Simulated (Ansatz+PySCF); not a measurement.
A calculation with Ansatz (development build ahead of 0.2.0).

```yaml
crystal:
  periodic: [false, false, false]
  atoms:
    - { symbol: C, position_ang: [-0.02757, 1.42846, 0.0] }
    - { symbol: C, position_ang: [1.17567, 0.71818, 0.0] }
    - { symbol: C, position_ang: [1.1669, -0.67371, 0.0] }
    - { symbol: C, position_ang: [-0.03413, -1.37725, 0.0] }
    - { symbol: C, position_ang: [-1.25087, -0.69035, 0.0] }
    - { symbol: C, position_ang: [-1.18745, 0.68557, 0.0] }
    - { symbol: H, position_ang: [-0.0374, 2.52434, 0.0] }
    - { symbol: H, position_ang: [2.1286, 1.26184, 0.0] }
    - { symbol: H, position_ang: [2.11632, -1.22186, 0.0] }
    - { symbol: H, position_ang: [-0.02849, -2.47434, 0.0] }
    - { symbol: H, position_ang: [-2.20484, -1.22979, 0.0] }
basis:
  gaussian: { orbitals: cc-pVTZ }
magnetization:
  spin_polarized: true
  initial_magnetization: 1
hamiltonian:
  xc: hf
correlation:
  method: mp2
  frozen_orbitals: { C: 1, H: 0 }
output:
  forces: true
```

The input is written out in the form of the current development build from the run's settings.

The run gave:

```yaml
Converged: yes
Reference_energy: -230.13664 hartree
Correlation_energy: -0.86519 hartree
Total_energy: -231.00182 hartree
Spin_squared_of_the_determinant: 1.349
Stability_test: minimum
Occupied_orbitals_by_symmetry_in_an_Abelian_subgroup_alpha;_beta: 11 A1 1 A2 2 B1 7 B2; 10 A1 1 A2 2 B1 7 B2
```

Forces (eV/Å):
| atom | Fx | Fy | Fz |
| --- | --- | --- | --- |
| C1 | 0.095 | -0.820 | 0.000 |
| C2 | -0.903 | -0.393 | 0.000 |
| C3 | -0.580 | 0.335 | 0.000 |
| C4 | -0.112 | 0.979 | 0.000 |
| C5 | 0.757 | 0.328 | 0.000 |
| C6 | 1.261 | -0.728 | 0.000 |
| H7 | -0.010 | -0.587 | 0.000 |
| H8 | -0.500 | -0.271 | 0.000 |
| H9 | -0.498 | 0.287 | 0.000 |
| H10 | -0.015 | 0.569 | 0.000 |
| H11 | 0.503 | 0.302 | 0.000 |

Caution: the unrestricted determinant is spin contaminated; forces differ strongly between restricted and unrestricted references.
